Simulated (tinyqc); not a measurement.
CIS and TDHF on RHF in the sto-6g basis, frozen core, for H2O, spin multiplicity 1, step by step. One step of it, computed by the program tinyqc.

Question. CIS matrix, singlets. A(ia,jb) = (e_a - e_i) d_ij d_ab + 2 (ia|jb) - (ij|ab).

orbital energies (hartree): [-20.524728, -1.261650, -0.569050, -0.481355, -0.402215, 0.559648, 0.634126]

Two-electron integrals over orbitals (pq|rs), unique and non-zero (hartree); the lowest 1 orbital is frozen and left out:
```
(22|22) 0.730530    (32|32) 0.137961    (33|22) 0.642415    (33|33) 0.625705
(42|22) -0.007537   (42|33) 0.003048    (42|42) 0.126341    (43|32) 0.019706
(43|43) 0.052388    (44|22) 0.663723    (44|33) 0.589388    (44|42) -0.098046
(44|44) 0.734433    (52|52) 0.146350    (53|53) 0.028669    (54|52) -0.049039
(54|54) 0.053845    (55|22) 0.750893    (55|33) 0.626551    (55|42) -0.079654
(55|44) 0.706028    (55|55) 0.880663    (62|22) 0.143146    (62|33) 0.079663
(62|42) 0.022835    (62|44) 0.070902    (62|55) 0.152247    (62|62) 0.102454
(63|32) -0.029031   (63|43) -0.029418   (63|63) 0.063762    (64|22) 0.106873
(64|33) 0.049021    (64|42) -0.053299   (64|44) 0.130335    (64|55) 0.134980
(64|62) 0.057455    (64|64) 0.088943    (65|52) 0.053725    (65|54) 0.001841
(65|65) 0.036746    (66|22) 0.622203    (66|33) 0.572398    (66|42) 0.049764
(66|44) 0.559775    (66|55) 0.598691    (66|62) 0.104094    (66|64) 0.049475
(66|66) 0.608270    (72|32) 0.043719    (72|43) -0.036840   (72|63) 0.034313
(72|72) 0.062770    (73|22) 0.142106    (73|33) 0.090650    (73|42) -0.085383
(73|44) 0.143286    (73|55) 0.192191    (73|62) 0.072387    (73|64) 0.094864
(73|66) 0.042082    (73|73) 0.159620    (74|32) -0.079248   (74|43) -0.005848
(74|63) 0.046356    (74|72) -0.014360   (74|74) 0.074032    (75|53) 0.023559
(75|75) 0.023358    (76|32) 0.088481    (76|43) 0.053262    (76|63) -0.055856
(76|72) -0.011755   (76|74) -0.061293   (76|76) 0.109582    (77|22) 0.613289
(77|33) 0.600803    (77|42) -0.009642   (77|44) 0.587220    (77|55) 0.608002
(77|62) 0.063819    (77|64) 0.039485    (77|66) 0.567665    (77|73) 0.078784
(77|77) 0.604377
```

Give: CIS matrix A, singlet.

Answer.

CIS matrix A, singlet (hartree), order 2>6, 2>7, 3>6, 3>7, 4>6, 4>7, 5>6, 5>7:
```
[[1.404, 0.000, 0.000, 0.056, 0.065, 0.000, 0.000, 0.000],
 [0.000, 1.408, -0.020, 0.000, 0.000, -0.019, 0.000, 0.000],
 [0.000, -0.020, 0.684, 0.000, 0.000, 0.039, 0.000, 0.000],
 [0.056, 0.000, 0.000, 0.922, 0.136, 0.000, 0.000, 0.000],
 [0.065, 0.000, 0.000, 0.136, 0.659, 0.000, 0.000, 0.000],
 [0.000, -0.019, 0.039, 0.000, 0.000, 0.676, 0.000, 0.000],
 [0.000, 0.000, 0.000, 0.000, 0.000, 0.000, 0.437, 0.000],
 [0.000, 0.000, 0.000, 0.000, 0.000, 0.000, 0.000, 0.475]]
```
